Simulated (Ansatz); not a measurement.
Calculated with Ansatz (gas phase, PBE0-D4/def2-TZVP geometries, no zero-point term in ΔE). CCSD(T)/CBS adds triple-zeta CCSD(T) − MP2 to the extrapolated MP2 energy (def2 sets, frozen cores). This one scheme is used for every species. DFT in def2-TZVPP. B3LYP here is the variant with VWN-RPA as its local correlation; programs differ in this. One conformer a species, not always the lowest.

Consider the formal hydrolysis of a C–C bond: `C=C(C)C(O)=S` + H₂O → `OC(O)=S` + propene.

```json
{"level": "B3LYP-D4", "ΔE (kcal/mol)": "4.1", "difference from CCSD(T)/CBS": "-2.9"}
{"level": "ωB97X-V", "ΔE (kcal/mol)": "2.2", "difference from CCSD(T)/CBS": "-4.8"}
{"level": "PBE", "ΔE (kcal/mol)": "2.3", "difference from CCSD(T)/CBS": "-4.7"}
{"level": "PBE0", "ΔE (kcal/mol)": "2.3", "difference from CCSD(T)/CBS": "-4.7"}
{"level": "CCSD/def2-TZVPP", "ΔE (kcal/mol)": "4.3", "difference from CCSD(T)/CBS": "-2.7"}
{"level": "CCSD(T)/def2-TZVPP", "ΔE (kcal/mol)": "5.6", "difference from CCSD(T)/CBS": "-1.4"}
{"level": "HF/def2-QZVPP", "ΔE (kcal/mol)": "-1.8", "difference from CCSD(T)/CBS": "-8.8"}
{"level": "MP2/def2-QZVPP", "ΔE (kcal/mol)": "8.4", "difference from CCSD(T)/CBS": "1.4"}
{"level": "SCS-MP2/def2-QZVPP", "ΔE (kcal/mol)": "6.5", "difference from CCSD(T)/CBS": "-0.5"}
{"level": "HF/CBS(def2)", "ΔE (kcal/mol)": "-1.8", "difference from CCSD(T)/CBS": "-8.8"}
{"level": "CCSD(T)/CBS", "ΔE (kcal/mol)": "7.0", "difference from CCSD(T)/CBS": "0"}
```

Largest T1 diagnostic among the species: 0.016.

In def2-TZVPP, CCSD(T) changes the Hartree–Fock value by +7.5 kcal/mol (the triples alone add +1.3 kcal/mol) and MP2 by +9.4 kcal/mol. The D4 term adds +2.9 kcal/mol with B3LYP and +1.6 kcal/mol with PBE0; it sums over pairs of atoms, weighted by their polarisabilities, and B3LYP, whose exchange is more repulsive, gets the larger term.
